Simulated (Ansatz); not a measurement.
A nudged elastic band was laid between two geometries of CH4BCl + H2 (9 atoms, charge 0, multiplicity 1).

Theory: Ansatz, RKS PBE0-D4/cc-pVDZ.

```yaml
movable_images: 3
climbing_image: yes
spring: 5.0 eV/Å²
optimiser: quadratic models (default)
start_path: through a guess of the saddle point
force_threshold: 0.05 eV/Å
iteration_limit: 60
end_points: relaxed
```

Initial state:

```xyz
9
Properties=species:S:1:pos:R:3
B -0.215 0.493 0.224
Cl -0.339 0.643 1.978
H 0.887 0.658 -0.236
C -1.461 0.199 -0.653
H -2.380 -0.026 -0.094
H -1.645 1.086 -1.289
H -1.244 -0.620 -1.360
H 0.534 -2.707 0.214
H 0.506 -2.396 0.910
```

Final state:

```xyz
9
Properties=species:S:1:pos:R:3
B -0.027 -0.452 -0.453
Cl -0.078 -0.205 2.294
H 0.949 0.260 -0.526
C -1.446 0.092 -0.805
H -2.281 -0.485 -0.380
H -1.593 1.165 -0.613
H -1.516 -0.036 -1.907
H 0.152 -1.644 -0.306
H 0.482 -1.366 2.391
```

Task: What changes between the two ends?

Result: Bonds broken: B1–Cl2, H8–H9. Bonds formed: B1–H8, Cl2–H9. CH4BCl + H2 becomes CH5B + ClH.

Task: Give the energies along the band, and the barrier.

Result: It converged. The highest image is number 3 of 0 to 4, 23.6 kcal/mol above the first end and 5.0 kcal/mol above the last; the last end lies 18.7 kcal/mol above the first. Another band between the same ends (7 images) ends at a top of the same energy, where a vibrational analysis finds 1 clearly imaginary mode. So few images can step over the top or miss a turn of the path. The orbitals stay closed-shell, which can raise the energy where a bond breaks towards radicals; this wasn't checked here.

| image | path coordinate (Å) | energy (kcal/mol) | B1–Cl2 (Å) | H8–H9 (Å) | B1–H8 (Å) |
| --- | --- | --- | --- | --- | --- |
| 0 | 0.00 | 0.0 | 1.77 | 0.76 | 3.29 |
| 1 | 0.91 | 0.5 | 1.77 | 0.76 | 2.69 |
| 2 | 1.83 | 6.3 | 1.81 | 0.77 | 1.90 |
| 3 | 2.74 | 23.6 | 2.20 | 1.15 | 1.28 |
| 4 | 4.22 | 18.7 | 2.76 | 2.73 | 1.21 |

Task: What is the geometry of the highest image?

Result: 
```xyz
9
Properties=species:S:1:pos:R:3
B 0.006 -0.339 -0.075
Cl -0.116 -0.097 2.108
H 1.040 0.218 -0.333
C -1.395 0.014 -0.678
H -2.224 -0.587 -0.275
H -1.633 1.080 -0.531
H -1.357 -0.156 -1.769
H 0.222 -1.595 0.087
H 0.101 -1.210 1.160
```

The band took 14 iterations and roughly 120 core-seconds.

Time of the run: 120 s on 1 thread of Arm Neoverse V1, with other jobs on the host, peak memory 0.14 GiB.
